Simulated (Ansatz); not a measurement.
Bond stretch in Na2, singlet.

Method: Ansatz (a first-principles code) with full CI/aug-cc-pVQZ, frozen core.

**Question.** Relative to R = 3.17 Å, what are the energies at R = 2.65, 2.92, 6.86, 9.44 Å?

**Answer.** 4.3 kcal/mol at 2.65 Å, 0.9 kcal/mol at 2.92 Å, 16.1 kcal/mol at 6.86 Å, 16.7 kcal/mol at 9.44 Å.
